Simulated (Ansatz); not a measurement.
The same path of C$_{2}$H$_{4}$FO (8 atoms, charge 1, multiplicity 1) was run 3 times with different band settings. The coordinate that changes most is the dihedral H6–O1–C2–C3.

All numbers below come from RKS PBE/def2-SVP in Ansatz.

Relaxed end points:

```xyz
8
Properties=species:S:1:pos:R:3
O -0.222 1.181 -0.365
C 0.345 0.157 0.511
C 0.239 -1.107 0.080
F -0.410 -1.349 -1.057
H -0.579 0.774 -1.202
H -0.915 1.750 0.058
H 0.870 0.574 1.378
H 0.671 -1.980 0.597
```

```xyz
8
Properties=species:S:1:pos:R:3
O -0.270 1.182 -0.323
C 0.500 0.147 0.365
C -0.013 -1.089 0.319
F -1.127 -1.298 -0.379
H 0.234 1.679 -1.018
H -1.104 0.801 -0.712
H 1.364 0.542 0.911
H 0.415 -1.963 0.838
```

Common settings: movable images 7; climbing image yes; spring 5.0 eV/Å²; start path IDPP; force threshold 0.05 eV/Å; end points relaxed.

| run | optimiser | iteration limit | largest step |
| --- | --- | --- | --- |
| 1 | quadratic models (default) | 60 | default |
| 2 | quadratic models (default) | 10 | default |
| 3 | lbfgs | 60 | 0.02 Å |

What does each run give, and how far can it be trusted?

Run 1: converged after 5 iterations, highest image 0.040 eV above the first end. A vibrational analysis at the climbing image gives one clearly imaginary mode, 143i cm⁻¹: a first-order saddle point.
Run 2: converged after 5 iterations, highest image 0.040 eV above the first end. Another band between the same ends (7 images) ends at a top of the same energy, where a vibrational analysis finds 1 clearly imaginary mode.
Run 3: converged after 10 iterations, highest image 0.041 eV above the first end. Another band between the same ends (7 images) ends at a top of the same energy, where a vibrational analysis finds 1 clearly imaginary mode.
Limits of this set-up: the dipole of an ion depends on the origin.
